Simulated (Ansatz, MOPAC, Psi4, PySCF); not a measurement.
Energy of full hydrogenation, enthalpy at 298 K: 7 cases among chlorinated organics, in kcal/mol, species as SMILES. Each species takes up H2 until only one-heavy-atom hydrides (CH4, NH3, H2O, HF, SiH4 and the like) are left. Set-up: no spin-orbit coupling; 6-311+G** with 5d, 6d on Na to Ar in Ansatz (an electronic-structure program); dispersion terms only where a functional's name holds one; non-relativistic; 6-31G* and kin with 6d, 5d where marked. Ab initio and DFT rows: single points at B3LYP-D3(BJ) geometries (Ansatz), with unscaled harmonic terms from B3LYP/6-31G* (Ansatz) at its own minima. Semi-empirical rows: MOPAC heats of formation at their own minima for 298 K. The Hartree-Fock reference of ClC(Cl)=C(Cl)Cl is unstable towards a lower, spin-broken solution.

Measured values: Active Thermochemical Tables 1.112 (ions: stationary electron), as tabulated in the package chemicals; Active Thermochemical Tables 1.112 (ions: stationary electron), as tabulated in the package chemicals; G2/97 table in ASE (Curtiss et al.); they hold spin-orbit and core effects, anharmonicity and other conformers. 

```json
[
 {"species": "ClC(Cl)Cl [chloroform]", "atoms": "5", "measured": "-59.2", "error of HF/STO-3G (Ansatz)": "13.1", "error of AM1 (MOPAC)": "21.1", "error of HF/3-21G (Ansatz)": "-18.3", "error of BP86/6-31G* (5d) (PySCF)": "11.3", "error of wB97X-D/6-311+G** (Psi4)": "-5.9", "error of PBE/def2-TZVPD (Ansatz)": "2.3", "error of wB97X-V/def2-TZVPD (Ansatz)": "-0.8"},
 {"species": "ClC(Cl)(Cl)Cl", "atoms": "5", "measured": "-82.6", "error of HF/STO-3G (Ansatz)": "15.0", "error of AM1 (MOPAC)": "24.2", "error of HF/3-21G (Ansatz)": "-28.4", "error of BP86/6-31G* (5d) (PySCF)": "13.5", "error of wB97X-D/6-311+G** (Psi4)": "-10.2", "error of PBE/def2-TZVPD (Ansatz)": "2.2", "error of wB97X-V/def2-TZVPD (Ansatz)": "-2.1"},
 {"species": "CCl (CH3Cl)", "atoms": "5", "measured": "-20.1", "error of HF/STO-3G (Ansatz)": "8.2", "error of AM1 (MOPAC)": "10.8", "error of HF/3-21G (Ansatz)": "-0.9", "error of BP86/6-31G* (5d) (PySCF)": "4.7", "error of wB97X-D/6-311+G** (Psi4)": "-0.6", "error of PBE/def2-TZVPD (Ansatz)": "0.8", "error of wB97X-V/def2-TZVPD (Ansatz)": "0.5"},
 {"species": "ClCCl [dichloromethane]", "atoms": "5", "measured": "-39.2", "error of HF/STO-3G (Ansatz)": "11.7", "error of AM1 (MOPAC)": "17.4", "error of HF/3-21G (Ansatz)": "-8.2", "error of BP86/6-31G* (5d) (PySCF)": "8.5", "error of wB97X-D/6-311+G** (Psi4)": "-2.5", "error of PBE/def2-TZVPD (Ansatz)": "1.9", "error of wB97X-V/def2-TZVPD (Ansatz)": "0.3"},
 {"species": "ClC(Cl)=C(Cl)Cl", "atoms": "6", "measured": "-120.7", "error of HF/STO-3G (Ansatz)": "-12.4", "error of AM1 (MOPAC)": "48.2", "error of HF/3-21G (Ansatz)": "-41.0", "error of BP86/6-31G* (5d) (PySCF)": "17.9", "error of wB97X-D/6-311+G** (Psi4)": "-10.6", "error of PBE/def2-TZVPD (Ansatz)": "7.2", "error of wB97X-V/def2-TZVPD (Ansatz)": "-1.2"},
 {"species": "CCCl", "atoms": "8", "measured": "-31.1", "error of HF/STO-3G (Ansatz)": "5.5", "error of AM1 (MOPAC)": "25.5", "error of HF/3-21G (Ansatz)": "-4.9", "error of BP86/6-31G* (5d) (PySCF)": "4.9", "error of wB97X-D/6-311+G** (Psi4)": "-0.8", "error of PBE/def2-TZVPD (Ansatz)": "0.9", "error of wB97X-V/def2-TZVPD (Ansatz)": "0.9"},
 {"species": "C(CC)Cl [1-chloropropane]", "atoms": "11", "measured": "-44.0", "error of HF/STO-3G (Ansatz)": "3.2", "error of AM1 (MOPAC)": "41.6", "error of HF/3-21G (Ansatz)": "-10.0", "error of BP86/6-31G* (5d) (PySCF)": "4.4", "error of wB97X-D/6-311+G** (Psi4)": "-1.1", "error of PBE/def2-TZVPD (Ansatz)": "0.3", "error of wB97X-V/def2-TZVPD (Ansatz)": "1.2"}
]
```

```
level                        cases  mean signed error  mean absolute error  median absolute error  largest absolute error
---------------------------  -----  -----------------  -------------------  ---------------------  ----------------------
HF/STO-3G (Ansatz)               7               6.33                 9.87                  11.70                    15.0
AM1 (MOPAC)                      7              26.97                26.97                  24.20                    48.2
HF/3-21G (Ansatz)                7             -15.96                15.96                  10.00                    41.0
BP86/6-31G* (5d) (PySCF)         7               9.31                 9.31                   8.50                    17.9
wB97X-D/6-311+G** (Psi4)         7              -4.53                 4.53                   2.50                    10.6
PBE/def2-TZVPD (Ansatz)          7               2.23                 2.23                   1.90                     7.2
wB97X-V/def2-TZVPD (Ansatz)      7              -0.17                 1.00                   0.90                     2.1
```

HF/STO-3G lies above in 6 of 7 cases and within 2 kcal/mol in 0; mean signed error 6.33 kcal/mol, mean absolute 9.87 kcal/mol (12.00 over the 4 cases of up to 5 atoms, 7.03 over the larger). These figures hold for the species listed.

How the rows were picked: cases drawn at random among the computed members of the class that have a tabulated value. The batch they came from held 8 cases of this property in the class: 7 with a tabulated value, 1 with clean coupled cluster alone, 0 with neither, which enter no statistics. The levels are drawn from those run on every case listed, the commonest habits more often. No case is left out for the size of its miss. Left out are saddle points of the reference geometry, anions that the best level run finds unbound, excited spin states, species near biochemistry, 298 K rows of species without real B3LYP wavenumbers, cases with under five habitual levels, runs that failed or that the program found above a lower state of the same kind, table entries that another table contradicts, and a share of species set aside by lot.
